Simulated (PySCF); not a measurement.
# A search over the determinants of AlP

Unrestricted PBE0; basis Al x2c-TZVPPall, P x2c-TZVPPall; spin-free X2C with a Gaussian nucleus; PySCF 2.14. Outer shells of the fragments: Al 3s2 3p1; P 3s2 3p3.

Followed along the bond (rough minima from three points):

```tsv
2Ms+1	unpaired	⟨S²⟩ at the start	R at minimum (Å)	Te (eV)
3	σ ↑, π ↑	2.02	2.22	0.00
3	π ↑↑	2.01	2.43	0.02
1	σ ↓, π ↑	1.02	2.20	0.13
1	π ↑↓	1.01	2.43	0.31
1	none	0.00	none in the scan	≤ 0.89
```

Solutions found at the starting distance of 2.260 Å, counted from the lowest of them; the search is not exhaustive and high or unbound solutions are not listed, so other states can lie among these:

```json
{"2Ms+1": "3", "unpaired": "σ ↑, π ↑", "term": "³Π", "E (eV)": "0.00", "⟨S²⟩": "2.02", "⟨Lz²⟩": "1.02", "μ (D)": "-2.48"}
{"2Ms+1": "3", "unpaired": "π ↑↑", "term": "³Σ⁻", "E (eV)": "0.13", "⟨S²⟩": "2.01", "⟨Lz²⟩": "0.00", "μ (D)": "-0.11"}
{"2Ms+1": "1", "unpaired": "σ ↓, π ↑", "term": "mixed", "E (eV)": "0.14", "⟨S²⟩": "1.02", "⟨Lz²⟩": "1.02", "μ (D)": "-2.62"}
{"2Ms+1": "1", "unpaired": "π ↑↓", "term": "mixed", "E (eV)": "0.43", "⟨S²⟩": "1.01", "⟨Lz²⟩": "2.03", "μ (D)": "-0.05"}
{"2Ms+1": "1", "unpaired": "none", "term": "¹Σ⁺", "E (eV)": "1.12", "⟨S²⟩": "0.00", "⟨Lz²⟩": "0.00", "μ (D)": "-3.98"}
{"2Ms+1": "1", "unpaired": "none", "term": "mixed", "E (eV)": "1.47", "⟨S²⟩": "0.00", "⟨Lz²⟩": "2.01", "μ (D)": "0.18"}
```

A term symbol is given only where ⟨S²⟩ and ⟨Lz²⟩ are close to those of a pure state; real π, δ and φ orbitals otherwise mix terms. A positive dipole means Al(−)P(+).

Question: Compare the gap between the two lowest followed solutions at the starting distance with the gap between their minima.

Answer: At PBE0 the second solution (triplet, unpaired electrons π ↑↑) lies +0.13 eV from the first (triplet, unpaired electrons σ ↑, π ↑) at 2.260 Å and +0.02 eV at the minima; the two curves relax by different amounts, since their minima lie near 2.43 and 2.22 Å. A gap this small is a tie at this level.
